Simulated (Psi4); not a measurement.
Noncovalent pair: CH4O (SMILES CO) (first 6 atoms) with H2O (SMILES O); geometry from S66by8 set.
(charge 0, multiplicity 1):
```
atom    x (Å)    y (Å)    z (Å)
----  -------  -------  -------
O     -1.1295   0.4484  -0.0036
H     -0.1652   0.4159  -0.0032
C     -1.5909  -0.8871   0.0047
H     -2.6772  -0.8557   0.0038
H     -1.2689  -1.4466  -0.8768
H     -1.2699  -1.4353   0.8937
O      2.3151   0.3345  -0.0006
H      2.7543   0.7226  -0.7604
H      2.7530   0.7371   0.7525
```

Level of theory: SAPT0/jun-cc-pV(D+d)Z in Psi4.

**Question.** Give the four SAPT terms and the total, and say what mostly holds the pair together.

**Answer.** electrostatics -16.4, exchange 4.1, induction -1.9, dispersion -2.0, total -16.2 kJ/mol; the largest attraction is electrostatics.
